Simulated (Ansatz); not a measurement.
Relaxation of CH₇ClSi (10 atoms, charge 0, multiplicity 1), to a largest force component of 0.03 eV/Å in at most 50 steps.

Method: Ansatz, RKS PBE-D4/6-31G*.

```xyz
10
Properties=species:S:1:pos:R:3:forces:R:3
Si 0.150 0.019 -0.035 0.30 0.08 -0.76
H 0.175 -0.175 1.432 -0.01 -0.08 0.59
C 1.931 0.000 -0.671 -0.03 0.00 0.03
H 2.391 -0.989 -0.515 0.02 -0.02 0.00
H 1.974 0.234 -1.747 -0.01 0.00 -0.01
H 2.538 0.747 -0.133 0.03 0.03 -0.01
H -0.517 1.330 -0.311 0.01 0.01 0.01
H -0.662 -1.089 -0.628 0.01 -0.01 -0.01
Cl -2.880 0.023 1.373 0.54 -0.08 0.48
H -1.635 -0.102 1.851 -0.86 0.08 -0.31
```

Q: Where does it end, and by what steps?

A: The run converged. The force dipped under the threshold on the way, but the program's further checks kept it going. After 12 steps the energy has fallen by 0.121 eV; Cl9 moved furthest, 0.93 Å.

```csv
step,energy less start (eV),largest force component (eV/Å),accepted
0,0.0000,0.864,yes
1,-0.0703,0.709,yes
2,-0.0918,0.632,yes
3,-0.1030,0.303,yes
4,-0.0901,0.421,no
5,-0.1117,0.204,yes
6,-0.1166,0.071,yes
7,-0.1178,0.303,yes
8,-0.1192,0.100,yes
9,-0.1205,0.017,yes
10,-0.1208,0.034,yes
11,-0.1211,0.012,yes
12,-0.1213,0.028,yes
```

```xyz
10
Properties=species:S:1:pos:R:3
Si 0.168 0.073 -0.303
H -0.112 -0.134 1.168
C 2.028 -0.017 -0.620
H 2.431 -0.999 -0.324
H 2.248 0.134 -1.691
H 2.563 0.760 -0.049
H -0.402 1.410 -0.675
H -0.581 -0.992 -1.047
Cl -3.060 -0.108 2.280
H -1.818 -0.127 1.877
```

Time of the run: 30 s on 1 thread of Arm Neoverse V1 (shared host), peak memory 0.13 GiB.
